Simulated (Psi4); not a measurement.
Psi4 input (wB97X-D/6-31G*):

```
memory 1500 MB

molecule {
-1 2
O     1.13995611   -0.25449883    0.02054648
O     0.00546174    0.47936869    0.02574851
O    -1.14541786   -0.22486987   -0.04629499
symmetry c1
no_reorient
no_com
}

set {
  basis 6-31G*
  reference uks
  scf_type pk
  dft_radial_points 99
  dft_spherical_points 590
  e_convergence 1e-8
  d_convergence 1e-7
  maxiter 150
}

e = energy('wb97x-d')
print_out(f'\nFINAL {e:.10f} DIPOLE {variable("CURRENT DIPOLE")[0]:.6f} {variable("CURRENT DIPOLE")[1]:.6f} {variable("CURRENT DIPOLE")[2]:.6f}\n')
```

From the last part of the output:

```
              A
    DOCC [    12 ]
    SOCC [     1 ]
    NA   [    13 ]
    NB   [    12 ]

  @UKS Final Energy:  -225.39542118362021

   => Energetics <=

    Nuclear Repulsion Energy =             64.9419050297037757
    One-Electron Energy =                -447.0680879039185811
    Two-Electron Energy =                 174.9073814263915949
    DFT Exchange-Correlation Energy =     -18.1765715088264699
    Empirical Dispersion Energy =          -0.0000482269705213
    VV10 Nonlocal Energy =                  0.0000000000000000
    Total Energy =                       -225.3954211836202148

  UHF NO Occupations:
  HONO-2 :   11  A 1.9995406
  HONO-1 :   12  A 1.9994243
  HONO-0 :   13  A 1.0000000
  LUNO+0 :   14  A 0.0005757
  LUNO+1 :   15  A 0.0004594
  LUNO+2 :   16  A 0.0001826
  LUNO+3 :   17  A 0.0000894

Computation Completed

Properties will be evaluated at   0.000000,   0.000000,   0.000000 [a0]

Properties computed using the SCF density matrix

 Multipole Moments:

 ------------------------------------------------------------------------------------
     Multipole            Electronic (a.u.)      Nuclear  (a.u.)        Total (a.u.)
 ------------------------------------------------------------------------------------

 L = 1.  Multiply by 2.5417464519 to convert [e a0] to [Debye]
 Dipole X            :          0.0042458           -0.0000002            0.0042457
 Dipole Y            :          0.3726564           -0.0000002            0.3726562
 Dipole Z            :          0.0200166           -0.0000000            0.0200166
 Magnitude           :                                                    0.3732176

 ------------------------------------------------------------------------------------

FINAL -225.3954211836 DIPOLE 0.004246 0.372656 0.020017

*** Psi4 exiting successfully. Buy a developer a beer!
```

The dipole moment of an ion depends on the origin.
